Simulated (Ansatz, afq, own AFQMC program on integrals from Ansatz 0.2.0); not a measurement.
**Where AFQMC and coupled cluster stand for SiH₃, doublet**

```yaml
atoms:
  - { symbol: Si, position_ang: [0.0001, -0.0001, -0.0654] }
  - { symbol: H, position_ang: [2.1159, 0.0218, 0.6116] }
  - { symbol: H, position_ang: [-1.0780, 1.8239, 0.6025] }
  - { symbol: H, position_ang: [-1.0417, -1.8432, 0.6078] }
```

Basis 6-31G. Noble-gas cores (and the filled d shells of Ga–Kr and In–Xe) are frozen. AFQMC by an in-house program on the Cholesky factors that Ansatz 0.2.0 writes for its CCSD(T) run. ph-AFQMC/CISD is guided by a CISD state made of CCSD amplitudes; releasing the constraint for a short imaginary time cuts its bias at the price of noise, slowly where states lie close. Error bars are statistical, one sigma.

Determinant: UHF, the one that the program's search chose, which needn't be the lowest solution. The geometry is a point of a scan.

Full CI on the same integrals is exact in this basis and with this determinant's frozen core.

Cautions: strong correlation (T1 0.125, weight of the determinant 0.65, largest double 0.14); unrestricted determinant spin contaminated (⟨S²⟩ 1.48 against 0.75); CCSD(T) is in doubt: in a space of 7 electrons in 8 natural orbitals full CI lies 108 meV below it; the released energies are still falling, so no released level is given (meV from the phaseless value at times in 1/Eh: -10 ± 5 at 0.24, -18 ± 5 at 0.51, -23 ± 4 at 0.99, -35 ± 4 at 1.62, -44 ± 3 at 2.40).

```
T1 diagnostic                               : 0.1252
weight of the determinant in the CISD state : 0.646
⟨S²⟩ of the determinant                     : 1.484
size of the correlated space                : 7 electrons in 14 orbitals
```

Reference: full CI, correlation energy -2.822 eV. The cautions show a poor starting determinant, so the rows tell how each method copes with it here, and full CI is the sure value.

| level | E − E(reference) (kcal/mol) | share of correlation (%) |
| --- | --- | --- |
| HF | 65.07 | 0.00 |
| MP2 | 40.45 | 37.84 |
| CCSD | 4.53 | 93.04 |
| CCSD(T) | 2.68 | 95.88 |
| CCSDT | 0.44 | 99.32 |
| CCSDT(Q) | 0.20 | 99.70 |
| CCSDTQ | 0.04 | 99.93 |
| ph-AFQMC/HF | 5.47 ± 0.41 | 91.60 |
| ph-AFQMC/CISD | 2.13 ± 0.10 | 96.72 |

CCSDT and higher add their correlation energy to the determinant of the CCSD(T) run, since their own runs factorise the integrals more tightly (a shift of under 2 meV). A walk keeps the symmetry of its determinant, which the program's search chose and which needn't be the lowest solution, so a lower state of the same spin and another symmetry isn't excluded.
